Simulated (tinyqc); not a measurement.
Inside a calculation. Method: UKS/LDA (PW92) in the sto-6g basis, for OH+, spin multiplicity 3. One step of it, computed by the program tinyqc.

Problem. Iteration 1: building the Kohn-Sham matrix. J_ij = sum D_kl (ij|kl) with D = D(alpha) + D(beta); F = H + J + V_xc; E = tr D H + tr D J / 2 + E_xc + E_nn.

D(alpha) at the start, order 1O 1s, 1O 2s, 1O 2px, 1O 2py, 1O 2pz, 2H 1s:
$$\begin{pmatrix}
1.059647 & -0.265395 & 0.000000 & 0.000000 & -0.018787 & 0.040294 \\
-0.265395 & 1.177950 & 0.000000 & 0.000000 & 0.113747 & -0.174088 \\
0.000000 & 0.000000 & 1.000000 & 0.000000 & 0.000000 & 0.000000 \\
0.000000 & 0.000000 & 0.000000 & 1.000000 & 0.000000 & 0.000000 \\
-0.018787 & 0.113747 & 0.000000 & 0.000000 & 1.104208 & -0.184196 \\
0.040294 & -0.174088 & 0.000000 & 0.000000 & -0.184196 & 0.051361
\end{pmatrix}$$

D(beta) at the start, order 1O 1s, 1O 2s, 1O 2px, 1O 2py, 1O 2pz, 2H 1s:
$$\begin{pmatrix}
1.059647 & -0.265395 & 0.000000 & 0.000000 & -0.018787 & 0.040294 \\
-0.265395 & 1.177950 & 0.000000 & 0.000000 & 0.113747 & -0.174088 \\
0.000000 & 0.000000 & 0.000000 & 0.000000 & 0.000000 & 0.000000 \\
0.000000 & 0.000000 & 0.000000 & 0.000000 & 0.000000 & 0.000000 \\
-0.018787 & 0.113747 & 0.000000 & 0.000000 & 1.104208 & -0.184196 \\
0.040294 & -0.174088 & 0.000000 & 0.000000 & -0.184196 & 0.051361
\end{pmatrix}$$

core Hamiltonian H = T + V (hartree), order 1O 1s, 1O 2s, 1O 2px, 1O 2py, 1O 2pz, 2H 1s:
$$\begin{pmatrix}
-32.429871 & -7.162590 & 0.000000 & 0.000000 & -0.013367 & -1.362706 \\
-7.162590 & -8.652943 & 0.000000 & 0.000000 & -0.153287 & -2.945974 \\
0.000000 & 0.000000 & -6.930927 & 0.000000 & 0.000000 & 0.000000 \\
0.000000 & 0.000000 & 0.000000 & -6.930927 & 0.000000 & 0.000000 \\
-0.013367 & -0.153287 & 0.000000 & 0.000000 & -7.029696 & -2.148484 \\
-1.362706 & -2.945974 & 0.000000 & 0.000000 & -2.148484 & -4.364737
\end{pmatrix}$$

Two-electron integrals (ij|kl) in chemists' order, unique and non-zero (hartree):
```
(11|11) 4.787491   (21|11) 0.675884   (21|21) 0.121505   (22|11) 1.117379
(22|21) 0.249212   (22|22) 0.817383   (31|31) 0.025762   (32|31) 0.039145
(32|32) 0.180664   (33|11) 1.117381   (33|21) 0.249212   (33|22) 0.817382
(33|33) 0.880663   (41|41) 0.025762   (42|41) 0.039145   (42|42) 0.180664
(43|43) 0.047461   (44|11) 1.117381   (44|21) 0.249212   (44|22) 0.817382
(44|33) 0.785741   (44|44) 0.880663   (51|51) 0.025762   (52|51) 0.039145
(52|52) 0.180664   (53|53) 0.047461   (54|54) 0.047461   (55|11) 1.117381
(55|21) 0.249212   (55|22) 0.817382   (55|33) 0.785741   (55|44) 0.785741
(55|55) 0.880663   (61|11) 0.136055   (61|21) 0.023448   (61|22) 0.047055
(61|33) 0.046954   (61|44) 0.046954   (61|51) 0.001148   (61|52) 0.002246
(61|55) 0.047256   (61|61) 0.004612   (62|11) 0.336630   (62|21) 0.076159
(62|22) 0.277312   (62|33) 0.272665   (62|44) 0.272665   (62|51) 0.006107
(62|52) 0.045433   (62|55) 0.286606   (62|61) 0.014783   (62|62) 0.117992
(63|31) 0.008383   (63|32) 0.047451   (63|53) 0.009331   (63|63) 0.016509
(64|41) 0.008383   (64|42) 0.047451   (64|54) 0.009331   (64|64) 0.016509
(65|11) 0.245886   (65|21) 0.056409   (65|22) 0.219062   (65|33) 0.209255
(65|44) 0.209255   (65|51) 0.012322   (65|52) 0.081171   (65|55) 0.238677
(65|61) 0.011439   (65|62) 0.113316   (65|65) 0.124108   (66|11) 0.486251
(66|21) 0.112057   (66|22) 0.467270   (66|33) 0.448796   (66|44) 0.448796
(66|51) 0.011446   (66|52) 0.117058   (66|55) 0.504215   (66|61) 0.021963
(66|62) 0.254240   (66|65) 0.278594   (66|66) 0.774999
```

nuclear repulsion = 3.99002610 hartree

V_xc(alpha) (hartree), order 1O 1s, 1O 2s, 1O 2px, 1O 2py, 1O 2pz, 2H 1s:
$$\begin{pmatrix}
-2.946310 & -0.385939 & 0.000000 & 0.000000 & -0.001133 & -0.079513 \\
-0.385939 & -0.823422 & 0.000000 & 0.000000 & -0.000037 & -0.240605 \\
0.000000 & 0.000000 & -0.821388 & 0.000000 & 0.000000 & 0.000000 \\
0.000000 & 0.000000 & 0.000000 & -0.821388 & 0.000000 & 0.000000 \\
-0.001133 & -0.000037 & 0.000000 & 0.000000 & -0.827494 & -0.170599 \\
-0.079513 & -0.240605 & 0.000000 & 0.000000 & -0.170599 & -0.249662
\end{pmatrix}$$

V_xc(beta) (hartree), order 1O 1s, 1O 2s, 1O 2px, 1O 2py, 1O 2pz, 2H 1s:
$$\begin{pmatrix}
-2.910903 & -0.359795 & 0.000000 & 0.000000 & -0.001395 & -0.075176 \\
-0.359795 & -0.697335 & 0.000000 & 0.000000 & -0.000806 & -0.209969 \\
0.000000 & 0.000000 & -0.667047 & 0.000000 & 0.000000 & 0.000000 \\
0.000000 & 0.000000 & 0.000000 & -0.667047 & 0.000000 & 0.000000 \\
-0.001395 & -0.000806 & 0.000000 & 0.000000 & -0.757917 & -0.157723 \\
-0.075176 & -0.209969 & 0.000000 & 0.000000 & -0.157723 & -0.231581
\end{pmatrix}$$

E_xc = sum of w rho eps_xc = -8.15571758 hartree

Give: Coulomb J; F(alpha); F(beta); total energy of this density.

Solution.

Coulomb J (hartree), order 1O 1s, 1O 2s, 1O 2px, 1O 2py, 1O 2pz, 2H 1s:
$$\begin{pmatrix}
16.4197 & 2.8600 & 0.0000 & 0.0000 & 0.0039 & 0.5578 \\
2.8600 & 7.1701 & 0.0000 & 0.0000 & 0.0002 & 2.3472 \\
0.0000 & 0.0000 & 7.1404 & 0.0000 & 0.0000 & 0.0000 \\
0.0000 & 0.0000 & 0.0000 & 7.1404 & 0.0000 & 0.0000 \\
0.0039 & 0.0002 & 0.0000 & 0.0000 & 7.2295 & 1.8190 \\
0.5578 & 2.3472 & 0.0000 & 0.0000 & 1.8190 & 3.7767
\end{pmatrix}$$

F(alpha) (hartree), order 1O 1s, 1O 2s, 1O 2px, 1O 2py, 1O 2pz, 2H 1s:
$$\begin{pmatrix}
-18.9564 & -4.6885 & 0.0000 & 0.0000 & -0.0106 & -0.8844 \\
-4.6885 & -2.3062 & 0.0000 & 0.0000 & -0.1531 & -0.8394 \\
0.0000 & 0.0000 & -0.6119 & 0.0000 & 0.0000 & 0.0000 \\
0.0000 & 0.0000 & 0.0000 & -0.6119 & 0.0000 & 0.0000 \\
-0.0106 & -0.1531 & 0.0000 & 0.0000 & -0.6277 & -0.5000 \\
-0.8844 & -0.8394 & 0.0000 & 0.0000 & -0.5000 & -0.8377
\end{pmatrix}$$

F(beta) (hartree), order 1O 1s, 1O 2s, 1O 2px, 1O 2py, 1O 2pz, 2H 1s:
$$\begin{pmatrix}
-18.9210 & -4.6624 & 0.0000 & 0.0000 & -0.0109 & -0.8801 \\
-4.6624 & -2.1802 & 0.0000 & 0.0000 & -0.1539 & -0.8087 \\
0.0000 & 0.0000 & -0.4575 & 0.0000 & 0.0000 & 0.0000 \\
0.0000 & 0.0000 & 0.0000 & -0.4575 & 0.0000 & 0.0000 \\
-0.0109 & -0.1539 & 0.0000 & 0.0000 & -0.5581 & -0.4872 \\
-0.8801 & -0.8087 & 0.0000 & 0.0000 & -0.4872 & -0.8196
\end{pmatrix}$$

total energy of this density = -73.962735 hartree

This density is the starting one.
